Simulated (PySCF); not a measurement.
# One shape, several levels: C3H2FO (SMILES O=C/[C]=C/F)

Aim: a comparison of 4 runs (UMP2/pc-0, UMP2/pc-1, UMP2/aug-pc-1, UMP2/pc-2) of C3H2FO. 

The calculation is run with PySCF 2.14.0.

**1. The system as given**

C3H2FO has 7 atoms, charge 0, and is taken as a doublet. SMILES: `O=C/[C]=C/F`. The coordinates come from a GFN2-xTB relaxation. This is one conformer, not always the lowest.

Bond lengths: O1–C2 1.217 Å, C2–C3 1.387 Å, C3–C4 1.292 Å, C4–F5 1.341 Å, C2–H6 1.114 Å, C4–H7 1.091 Å. Angles: O1–C2–C3 128.6°, C2–C3–C4 160.6°, C3–C4–F5 124.3°, O1–C2–H6 120.2°, C3–C2–H6 111.2°, C3–C4–H7 125.0°, F5–C4–H7 110.8°.

**2. The energy at UMP2/pc-0 (run 1)**

Contents of input.py:

```python
from pyscf import gto, scf, mp

mol = gto.Mole()
mol.atom = '''
O     -1.775160     0.290780     1.522390
C     -0.821780    -0.297880     1.046580
C     -0.164320    -0.054900    -0.150080
C      0.754570     0.304780    -0.984810
F      0.677940     0.133400    -2.312470
H     -0.367280    -1.158780     1.588840
H      1.696040     0.782590    -0.710460
'''
mol.verbose = 4
mol.spin = 1
mol.charge = 0
mol.max_memory = 1860
mol.basis = 'pc-0'
mol.build()

hf = scf.UHF(mol)
hf.conv_tol = 1e-10
hf.kernel()
if not hf.converged:
    hf = hf.newton().run(hf.mo_coeff, hf.mo_occ)

pt = mp.MP2(hf, frozen=5).run()
etot = pt.e_tot
print('Final energy', etot)
```

The run is started by

```
$ OMP_NUM_THREADS=1 python input.py
```

The log of the run:

```text
PySCF version 2.14.0

[... 135 lines left out ...]
converged SCF energy = -288.05689332856  <S^2> = 1.119549  2S+1 = 2.3405546
[... 1 line left out ...]
******** <class 'pyscf.mp.ump2.UMP2'> ********
nocc = (np.int64(14), np.int64(13)), nmo = (44, 44)
frozen orbitals 5
E(UMP2) = -288.446758790911  E_corr = -0.389865462350194
E(SCS-UMP2) = -288.435723740108  E_corr = -0.378830411547891
E_corr(same-spin) = -0.102701703775779
E_corr(oppo-spin) = -0.287163758574415
Final energy -288.4467587909107
```

Wall time 1.2 s (1 thread of Arm Neoverse V1, shared host); peak memory 0.13 GiB.

**3. A single-point energy at UMP2/pc-1 (run 2)**

Contents of job.py:

```python
from pyscf import gto, mp

system = gto.M(
    atom='''
O   -1.775160   0.290780   1.522390
C   -0.821780  -0.297880   1.046580
C   -0.164320  -0.054900  -0.150080
C    0.754570   0.304780  -0.984810
F    0.677940   0.133400  -2.312470
H   -0.367280  -1.158780   1.588840
H    1.696040   0.782590  -0.710460
''',
    basis='pc-1',
    max_memory=1860,
    spin=1,
    verbose=3,
    charge=0,
)

mf = system.UHF()
mf.conv_tol = 1e-10
mf.kernel()
if not mf.converged:
    mf = mf.newton().run(mf.mo_coeff, mf.mo_occ)

pt = mp.MP2(mf, frozen=5).run()
energy = pt.e_tot
print('E = %.10f Eh' % energy)
```

The run is started by

```
$ OMP_NUM_THREADS=1 python job.py
```

The log of the run:

```text
converged SCF energy = -288.878363468562  <S^2> = 1.0574496  2S+1 = 2.2868753
E(UMP2) = -289.570630973854  E_corr = -0.6922675052922
E(SCS-UMP2) = -289.54696243785  E_corr = -0.668598969288611
E = -289.5706309739 Eh
```

Wall time 3.3 s (1 thread of Arm Neoverse V1, shared host); peak memory 0.19 GiB.

**4. The energy at UMP2/aug-pc-1 (run 3)**

Contents of mol.xyz:

```xyz
7
C3H2FO
O     -1.775160     0.290780     1.522390
C     -0.821780    -0.297880     1.046580
C     -0.164320    -0.054900    -0.150080
C      0.754570     0.304780    -0.984810
F      0.677940     0.133400    -2.312470
H     -0.367280    -1.158780     1.588840
H      1.696040     0.782590    -0.710460
```

Contents of run.py:

```python
from pyscf import gto, scf, mp

system = gto.Mole()
system.atom = 'mol.xyz'
system.basis = 'aug-pc-1'
system.max_memory = 1860
system.spin = 1
system.verbose = 3
system.charge = 0
system.build()

mf = scf.UHF(system)
mf.conv_tol = 1e-10
mf.kernel()
if not mf.converged:
    mf = mf.newton().run(mf.mo_coeff, mf.mo_occ)

pt = mp.MP2(mf, frozen=5).run()
etot = pt.e_tot
print('Final energy', etot)
```

The run is started by

```
$ OMP_NUM_THREADS=1 python run.py
```

The log of the run:

```text
converged SCF energy = -288.900570321205  <S^2> = 1.0641627  2S+1 = 2.2927387
E(UMP2) = -289.614640223852  E_corr = -0.714069902646933
E(SCS-UMP2) = -289.589842711714  E_corr = -0.689272390509565
Final energy -289.6146402238516
```

It took 17 s on 1 thread of Arm Neoverse V1, shared host; peak memory 0.57 GiB.

**5. The energy at UMP2/pc-2 (run 4)**

mol.xyz is that of step 4.

Contents of calc.py:

```python
from pyscf import gto, scf, mp

molecule = gto.M(
    atom='mol.xyz',
    verbose=3,
    basis='pc-2',
    max_memory=1860,
    spin=1,
    charge=0,
)

calc0 = scf.UHF(molecule)
calc0.conv_tol = 1e-10
calc0.kernel()
if not calc0.converged:
    calc0 = calc0.newton().run(calc0.mo_coeff, calc0.mo_occ)

pt = mp.MP2(calc0, frozen=5).run()
e_tot = pt.e_tot
print('E = %.10f Eh' % e_tot)
```

The run is started by

```
$ OMP_NUM_THREADS=1 python calc.py
```

The log of the run:

```text
converged SCF energy = -289.071815269066  <S^2> = 1.0708175  2S+1 = 2.2985365
E(UMP2) = -289.931124694585  E_corr = -0.859309425518699
E(SCS-UMP2) = -289.909909546813  E_corr = -0.838094277746994
E = -289.9311246946 Eh
```

Run time: 78 s. Hardware: 1 thread of Arm Neoverse V1, shared host; peak memory 2 GiB.

**6. Overview of the runs**

```csv
run,level,energy (Eh),dipole moment (D) of the reference,HOMO energy (eV),LUMO energy (eV),wall time
1,UMP2/pc-0,-288.446759,2.82,-11.72,1.00,1.2 s
2,UMP2/pc-1,-289.570631,2.75,-11.47,0.84,3.3 s
3,UMP2/aug-pc-1,-289.614640,2.53,-11.42,0.51,17 s
4,UMP2/pc-2,-289.931125,2.59,-11.43,0.84,78 s
```

Convergence of the HOMO energy (Hartree–Fock orbitals) (highest over α and β) of doublet C3H2FO with the basis set, against the last point:

```csv
basis set,from the last (eV),wall time
pc-0,-0.2873,1.2 s
pc-1,-0.0426,3.3 s
aug-pc-1,+0.0116,17 s
pc-2,+0.0000,78 s
```

Convergence of the total energy of doublet C3H2FO with the basis set, against the last point:

```csv
basis set,from the last (mEh),wall time
pc-0,+1484.366,1.2 s
pc-1,+360.494,3.3 s
aug-pc-1,+316.484,17 s
pc-2,+0.000,78 s
```

**7. Results**

```
                                                         quantity          value
                                              run 4: total energy  -289.93112 Eh
                      run 4: dipole moment (Hartree–Fock density)         2.59 D
run 4: HOMO energy (Hartree–Fock orbitals) (highest over α and β)      -11.43 eV
 run 4: LUMO energy (Hartree–Fock orbitals) (lowest over α and β)        0.84 eV
               run 4: correlation energy (5 core orbitals frozen)     -859.3 mEh
                         run 4: ⟨S²⟩ of the reference determinant          1.071
```

In words: For the HOMO energy (Hartree–Fock orbitals) (highest over α and β) of doublet C3H2FO to stay within 0.1 eV of the last point, pc-1 is the first point of the series from which all later ones do (3.3 s against 78 s). Spin contamination of the reference: run 1 ⟨S²⟩ = 1.12, run 4 ⟨S²⟩ = 1.07, run 3 ⟨S²⟩ = 1.06, run 2 ⟨S²⟩ = 1.06. All runs together took 100 s, the longest 78 s.
